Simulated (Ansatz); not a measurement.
Two structures of BH₂ClO, singlet, reached by relaxing down either side of one saddle point (PBE0-D4/def2-TZVP). Energies are electronic, without zero-point energy. Ansatz 0.2.0; basis: def2-TZVPP and def2-QZVPP; cores frozen in the correlated methods. Extrapolation: Hartree–Fock as exp(−7.88 √X), correlation as X^−2.97. First:

| atom | x (Å) | y (Å) | z (Å) |
| --- | --- | --- | --- |
| B1 | 0.0615 | 0.3180 | 0.0139 |
| H2 | 0.6242 | 0.5994 | 1.0292 |
| O3 | -0.3095 | -0.9354 | -0.2945 |
| H4 | -0.0742 | -1.5724 | 0.3852 |
| Cl5 | -0.3020 | 1.5905 | -1.1338 |

Second:

```
atom    x (Å)    y (Å)    z (Å)
  B1  -0.5636   0.0152  -1.1100
  H2   0.9463   0.0567   1.8356
  O3  -0.7241  -1.1751  -1.0259
  H4   0.6836  -0.5730   1.5312
 Cl5  -0.3422   1.6762  -1.2309
```

(1) Which bonds change from the first to the second?

(2) Give the saddle point's structure and its height above each. (An estimate is asked for; the value comes from the calculation.)

T1 diagnostic: at most 0.018.

Answers

(1) BH₂ClO ([OH][BH][Cl]) → BClO + H₂; bonds formed: H2–H4; bonds broken: B1–H2, O3–H4.

(2) Computed: 266.2 kJ/mol above the first and 161.6 kJ/mol above the second (CCSD(T) at an estimated basis limit (MP2 extrapolated from triple and quadruple zeta, plus CCSD(T) − MP2 in triple zeta)).
B1  (-0.122, 0.076, -0.266)
H2  (0.526, 0.147, 0.987)
O3  (-0.434, -1.141, -0.469)
H4  (0.230, -0.744, 0.705)
Cl5  (-0.200, 1.663, -0.958)
(Å)

Labels in which every atom is bracketed show which atoms are joined, not bond orders.

For scale, one of the runs: CCSD(T)/def2-TZVPP, 132 basis functions, launched by `ansatz run in.yaml --threads 2 --pin off --events-out ev --progress --plain --max-ram 4352MiB`. Hardware: 2 CPU threads of an Intel Xeon 6975P-C, shared host. Wall time 3.5 s; peak host memory 0.74 GiB.
